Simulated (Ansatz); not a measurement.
# CHBSi: the cost of one run

Program: Ansatz 0.2.0, Gaussian basis. Level of theory: def2-QZVPP, core rule «outside noble gas», up to 7 orbitals frozen. These are calculated values, not measurements.

The runs, in order: UHF; ROHF; CCSD(T) on UHF.

2 further runs of the same task are left out: 2 set aside as unsound or not needed.

## 1. What is computed

The geometry is a PBE0/def2-TZVP stationary point (not a proven minimum).

4 atoms, charge 0, spin multiplicity 3.

Atoms are counted from 1 here; the program's logs count them from 0.

Bond lengths: B1–Si2 1.833 Å, B1–H4 1.178 Å, Si2–C3 1.800 Å. Angles: Si2–B1–H4 180.0°, B1–Si2–C3 180.0°.

As a file:

```xyz
4

B     0.0000    0.0000    1.0719
Si    0.0000    0.0000   -0.7607
C     0.0000    0.0000   -2.5609
H     0.0000    0.0000    2.2497
```

## 2. UHF

in.yaml

```yaml
crystal:
  periodic: [false, false, false]
  atoms:
    - {symbol: B, position_ang: [0.000000, 0.000000, 1.071900]}
    - {symbol: Si, position_ang: [0.000000, 0.000000, -0.760700]}
    - {symbol: C, position_ang: [0.000000, 0.000000, -2.560900]}
    - {symbol: H, position_ang: [0.000000, 0.000000, 2.249700]}
basis:
  gaussian: {orbitals: "def2-QZVPP.json"}
magnetization: {spin_polarized: true, initial_magnetization: 2}
hamiltonian: {xc: hf}
output: {orbitals: {seedname: orbitals}}
```

The run is started by

```
$ ansatz run in.yaml --threads 1 --pin off --events-out ev --progress --plain --max-ram 2393MiB
```

**Question.** How long does this run take on 1 thread of AMD EPYC 9R45, shared host, and how much memory does it need?

About 30 s, with a peak of 0.52 GiB.
